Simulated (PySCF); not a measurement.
## Si₂⁺: everyday levels beside a composite calculation

PySCF; the state is a quartet (σ ↑, π ↑↑). The composite is CCSD(T) extrapolated to the basis-set limit from two correlation-consistent sets, with core-valence (CV) and scalar-relativistic (SR) terms as its label shows; it has no spin–orbit coupling and nothing beyond (T). Here it is CCSD(T)/CBS(TQ)+CV+SR. It gives Re = 2.258 Å, ωe = 480 cm⁻¹ and De = 3.53 eV to Si⁺ + Si.

| level | basis | relativity | Re (Å) | ωe (cm⁻¹) | De (eV) |
| --- | --- | --- | --- | --- | --- |
| UHF | def2-TZVPPD | no relativity | 2.256 | 501 | 2.33 |
| UHF-MP2 | def2-TZVPPD | no relativity | 2.261 | 494 | 3.40 |
| UHF-CCSD | def2-TZVPPD | no relativity | 2.269 | 482 | 3.19 |
| PBE | def2-TZVPPD | no relativity | 2.302 | 441 | 3.95 |
| TPSS | def2-TZVPPD | no relativity | 2.290 | 450 | 3.78 |
| PBE0 | def2-TZVPPD | no relativity | 2.273 | 472 | 3.71 |
| B97-3 | cc-pV(D+d)Z | no relativity | 2.284 | 465 | 3.48 |
| M06 | cc-pV(D+d)Z | no relativity | 2.282 | 466 | 3.75 |
| M06 | def2-TZVPPD | no relativity | 2.275 | 464 | 3.81 |
| LC-ωPBE | def2-TZVPPD | no relativity | 2.233 | 517 | 3.31 |

Problem. Give the difference of each row from the composite.

Solution. 

```
   level        basis  ΔRe (pm)  Δωe (%)  ΔDe (eV)
     UHF  def2-TZVPPD      -0.2     +4.4     -1.20
 UHF-MP2  def2-TZVPPD      +0.3     +2.9     -0.13
UHF-CCSD  def2-TZVPPD      +1.1     +0.4     -0.34
     PBE  def2-TZVPPD      +4.4     -8.1     +0.42
    TPSS  def2-TZVPPD      +3.2     -6.2     +0.25
    PBE0  def2-TZVPPD      +1.5     -1.7     +0.18
   B97-3  cc-pV(D+d)Z      +2.6     -3.1     -0.05
     M06  cc-pV(D+d)Z      +2.4     -2.9     +0.22
     M06  def2-TZVPPD      +1.7     -3.3     +0.28
 LC-ωPBE  def2-TZVPPD      -2.5     +7.7     -0.22
```

Problem. Which rows come closest in De?

Solution. B97-3 in cc-pV(D+d)Z (-0.05 eV), counted from the composite.

Correlated steps freeze 10 core orbitals. The state is the lowest determinant that a PBE0 search found; another state may lie lower at other levels.
